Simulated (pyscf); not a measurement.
# 1,1-elimination: `[OH][NbH]([F])([F])[F]` -> `[OH2]` + `[F][Nb]([F])[F]` [singlet]

Gas phase, singlet surface, charge 0. Bonds broken: O1–Nb2, Nb2–H6. Bonds formed: O1–H6. Single points on ωB97X-D3(BJ)/def2-SVP structures (PySCF, gas phase).

Transition state (Å):

```xyz
7

O      1.5104     1.0324    -0.5184
Nb    -0.1049    -0.1351     0.0945
F     -0.8365     1.4478     0.7650
F      0.0691    -1.1555    -1.4442
F     -0.8601    -1.3309     1.3052
H      1.6550     0.2206     0.4187
H      1.6227     1.8985    -0.0984
```

One imaginary mode, 1319i cm⁻¹; descent along it reached the two sides named, in the forms told below.

| bond | change | reactant side (Å) | saddle | product side |
|---|---|---|---|---|
| O1–Nb2 | breaks | 1.860 | 2.085 | 2.239 |
| Nb2–H6 | breaks | 1.729 | 1.825 | 2.9 |
| O1–H6 | forms | 2.344 | 1.248 | 0.966 |

Electronic energies relative to the reactant's lowest minimum found (eV):

```json
[
 {"level": "ωB97X-D3(BJ)/def2-TZVP", "barrier": "2.20", "reaction energy": "+2.33", "reverse barrier": "-0.13"},
 {"level": "PBE/def2-TZVP", "barrier": "2.09", "reaction energy": "+2.61", "reverse barrier": "-0.52"},
 {"level": "r²SCAN/def2-TZVP", "barrier": "2.23", "reaction energy": "+2.76", "reverse barrier": "-0.53"},
 {"level": "B3LYP-D3(BJ)/def2-TZVP", "barrier": "2.14", "reaction energy": "+2.36", "reverse barrier": "-0.21"},
 {"level": "PBE0-D3(BJ)/def2-TZVP", "barrier": "2.14", "reaction energy": "+2.42", "reverse barrier": "-0.28"},
 {"level": "M06-2X/def2-TZVP", "barrier": "1.95", "reaction energy": "+2.02", "reverse barrier": "-0.06"},
 {"level": "ωB97M-D3(BJ)/def2-TZVP", "barrier": "2.10", "reaction energy": "+2.10", "reverse barrier": "0.00"}
]
```

With ωB97M-D3(BJ)/def2-TZVP energies and thermal terms (ideal gas, 1 atm, RRHO with modes under 100 cm⁻¹ raised to 100, one conformer, R ln 2 for chiral ones without a mode under 150 cm⁻¹), in eV:

```tsv
T (K)	ΔH‡	ΔG‡	ΔH	ΔG
298	2.04	2.02	+2.13	+1.69
600	2.02	2.01	+2.10	+1.24
900	2.00	2.01	+2.05	+0.82
1200	1.98	2.02	+1.99	+0.41
```

On the product side the descent ends in an adduct with a Nb–O contact, 0.91 eV under the separated species and 0.78 eV under the saddle at ωB97X-D3(BJ)/def2-TZVP. At ωB97X-D3(BJ)/def2-TZVP, PBE, r²SCAN, B3LYP-D3(BJ), PBE0-D3(BJ), M06-2X the saddle lies under the separated products, which points to a path from their complex (located at ωB97X-D3(BJ) alone), and parting the products costs more than the saddle. What is counted as broken (Nb–O) persists as a longer contact in the product adduct; parting that adduct is a step of its own. The same reactants have a lower exit, to O=Nb(F)(F)–F + H₂ (barrier +1.14 eV at ωB97M-D3(BJ)/def2-TZVP, against +2.10 eV here). F–Nb(F)–F [singlet] is an excited spin state, 0.10 eV over the triplet at ωB97X-D3(BJ)/def2-TZVP. This is the saddle that the search found; another between the same sides may lie lower. A restricted singlet here is unstable towards spin polarisation, as is usual where a triplet lies low; its energy is less safe. Elements past Kr carry the def2 core potentials, without spin-orbit coupling.
